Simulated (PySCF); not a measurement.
Several orderings of computed values.

Species are written as SMILES; each is one conformer at its optimised geometry, gas phase, non-relativistic unless stated. Electronic properties by PySCF.

Dipoles, sizes and rotational constants follow the conformer. The torsions of the flexible species, by atom-mapped SMILES:
- `[CH3:1][C@@:2]1([C:3]([F:4])([F:5])[F:6])[CH2:7][S:8]1`: C1–C2–C3–F4 180°
- `[CH3:1][C@@:2]1([O:3][CH:4]([F:5])[F:6])[O:7][C@@H:8]1[C:9]#[N:10]`: C1–C2–O3–C4 54°, C2–O3–C4–F5 44°
- `[CH3:1][O:2][C@@H:3]1[SiH2:4][CH:5]=[C:6]1[CH2:7][CH2:8][SiH3:9]`: C1–O2–C3–Si4 -77°, C5–C6–C7–C8 0°, C6–C7–C8–Si9 -67°
- `[CH2:1]=[CH:2][SiH2:3][SiH2:4][C:5]([CH3:6])([CH3:7])[CH:8]=[O:9]`: C1–C2–Si3–Si4 7°, C2–Si3–Si4–C5 162°, Si3–Si4–C5–C6 -67°, Si4–C5–C8–O9 -61°
- `[O:1]=[C:2]1[CH:3]=[CH:4][C:5](=[O:6])[C:7]([O:8][C:9]([F:10])([F:11])[F:12])=[CH:13]1`: C5–C7–O8–C9 180°, C7–O8–C9–F10 180°
- `[CH3:1][C:2](=[O:3])[C@@H:4]1[CH2:5][Si@H:6]([C:7]([NH2:8])=[O:9])[O:10]1`: C1–C2–C4–C5 -100°, C5–Si6–C7–N8 -54°, H–N8–C7–Si6 -2°, H–N8–C7–Si6 -178°
- `[CH3:1][S:2][c:3]1[s:4][cH:5][c:6]2[c:7]1[O:8][CH2:9][CH2:10][O:11]2`: C1–S2–C3–S4 -3°
- `[CH:1]#[C:2][CH2:3][Si@@:4]([CH3:5])([CH2:6][CH3:7])[O:8][SiH3:9]`: C2–C3–Si4–C5 178°, C3–Si4–C6–C7 -61°, C3–Si4–O8–Si9 -44°

The conformers of `N#C[C@@H]1CO[C@@H](F)[C@H](F)O1`, `C=C1CCC[Si@]1([SiH3])OC`, `CC(=O)O[C@@H]1C[SiH2]O[Si@H]1Cl` and `CN[P+]1(C)CCPCC1` aren't listed.

Task: Rank by smallest rotational constant, lowest first (GFN2-xTB).
A. `c1cc2occc2o1`
B. `C=C[SiH2][SiH2]C(C)(C)C=O`
C. `C[C@@]1(OC(F)F)O[C@@H]1C#N`
D. `CO[C@@H]1[SiH2]C=C1CC[SiH3]`
E. `C[C@@]1(C(F)(F)F)CS1`

Result: D (0.542 GHz), B (0.595 GHz), C (0.821 GHz), E (1.310 GHz), A (1.603 GHz).

Task: Rank by HOMO energy, highest first (PBE0/pcSseg-1 at GFN2-xTB geometries).
A. `C=C1CCC[Si@]1([SiH3])OC`
B. `N#C[C@@H]1CO[C@@H](F)[C@H](F)O1`
C. `C[C@@]1(OC(F)F)O[C@@H]1C#N`
D. `CC(=O)O[C@@H]1C[SiH2]O[Si@H]1Cl`
E. `O=C1C=CC(=O)C(OC(F)(F)F)=C1`
F. `o1ccc2c1cco2`
G. `C=C1[SiH2][C@H]1C#CC`

Result: F (-6.09 eV), G (-6.41 eV), A (-7.27 eV), D (-8.15 eV), E (-8.45 eV), B (-8.74 eV), C (-9.07 eV).

Task: Rank by HOMO–LUMO gap, lowest first (PBE0/pcSseg-1 at GFN2-xTB geometries).
A. `CSc1scc2c1OCCO2`
B. `CN[P+]1(C)CCPCC1`
C. `c1cc2occc2o1`
D. `C#CC[Si@@](C)(CC)O[SiH3]`
E. `O=C(N)[Si@H]1C[C@@H](C(C)=O)O1`
F. `C=C[SiH2][SiH2]C(C)(C)C=O`

Result: A (5.39 eV), E (5.50 eV), C (5.81 eV), F (6.21 eV), B (7.22 eV), D (7.67 eV).

Task: Give the two extremes of that set in kcal/mol.

Result: `CSc1scc2c1OCCO2`: 124 kcal/mol; `C#CC[Si@@](C)(CC)O[SiH3]`: 177 kcal/mol.

Task: Rank by dipole moment, highest first (PBE0/pcSseg-1 at GFN2-xTB geometries).
A. `CO[C@@H]1[SiH2]C=C1CC[SiH3]`
B. `C[C@@]1(SC1)C(F)(F)F`
C. `C1=CC2=C(C=CO2)O1`
D. `C1COc2csc(SC)c2O1`
E. `C[C@@]1(OC(F)F)O[C@@H]1C#N`
F. `C1[C@@H](C(C)=O)O[Si@H]1C(=O)N`
G. `C(#CC)[C@H]1C([SiH2]1)=C`
H. `O=C1C=CC(=O)C(OC(F)(F)F)=C1`

Result: F (5.38 D), E (3.49 D), B (2.56 D), H (1.98 D), A (1.49 D), D (0.73 D), G (0.49 D), C (0.00 D).

Task: Give the two extremes of that set in atomic units.

Result: `c1cc2occc2o1`: 0.00 au; `CC(=O)[C@@H]1C[Si@H](C(N)=O)O1`: 2.12 au.
